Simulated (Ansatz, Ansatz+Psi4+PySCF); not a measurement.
```xyz
2

O     0.0000    0.0000    0.6230
O     0.0000    0.0000   -1.8689
```

Basis set: cc-pVTZ (spherical functions). Correlated methods keep 2 orbitals frozen. Correlation on ROHF uses semicanonical orbitals with singles. Charge 0, multiplicity 3.

Computed with Ansatz (development build ahead of 0.2.0); each method stands on the lowest determinant of its kind that the runs found.

Give the atomization energy at this shape (free ground-state atoms in the same class of orbitals less the molecule, no zero-point energy) of triplet O2 by UHF-CCSD(T), UHF-CCSD, UHF-MP2, ROHF-MP2, ROHF, UHF.

```json
{"method": "UHF-CCSD(T)", "atomization energy": "-10.88 kcal/mol"}
{"method": "UHF-CCSD", "atomization energy": "-15.73 kcal/mol"}
{"method": "UHF-MP2", "atomization energy": "-22.95 kcal/mol"}
{"method": "ROHF-MP2", "atomization energy": "-61.75 kcal/mol"}
{"method": "ROHF", "atomization energy": "-73.24 kcal/mol"}
{"method": "UHF", "atomization energy": "-23.00 kcal/mol"}
```

Caution: the determinant breaks the point group. Caution for UHF-CCSD(T), UHF-MP2, ROHF-MP2: another reference gives a lower total. Caution for UHF-CCSD(T), UHF-CCSD, UHF-MP2: large amplitudes, a single reference is doubtful. Caution for UHF-CCSD(T), UHF-CCSD: the program doubts this total. Caution for UHF-CCSD(T), UHF-CCSD, UHF-MP2, UHF: the unrestricted determinant is a mixture of spin states. Caution for ROHF-MP2, ROHF: an unrestricted determinant lies well below; the molecule lies well above its atoms at this level. Caution for ROHF-MP2: bonds are stretched, where a single reference can fail.
